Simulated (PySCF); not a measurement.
## Basis-set dependence of BO⁺ at r²SCAN

PySCF, UKS reference; singlet, unpaired electrons none; De to B⁺ + O without counterpoise correction.

```json
{"basis": "cc-pVDZ", "relativity": "no relativity", "functions": "28", "Re (Å)": "1.202", "ωe (cm⁻¹)": "1893", "De (eV)": "4.10", "μ (D)": "-5.69"}
{"basis": "def2-SVPD", "relativity": "no relativity", "functions": "43", "Re (Å)": "1.195", "ωe (cm⁻¹)": "1951", "De (eV)": "4.39", "μ (D)": "-5.92"}
{"basis": "def2-TZVPPD", "relativity": "no relativity", "functions": "77", "Re (Å)": "1.194", "ωe (cm⁻¹)": "1920", "De (eV)": "4.19", "μ (D)": "-5.74"}
```

(1) How does each smaller set differ from the one with most functions, def2-TZVPPD?

A positive dipole points towards O; it is taken about the centre of mass and depends on that origin. For an ion De counts to the pair picked by the measured ionisation energies or electron affinities, which need not be the lowest pair at this level.

Answers

(1) cc-pVDZ: +0.8 pm, -1.4 % in ωe, -0.09 eV in De; def2-SVPD: +0.1 pm, +1.6 % in ωe, +0.20 eV in De. All at r²SCAN; the set with most functions is neither the basis-set limit nor always the best.
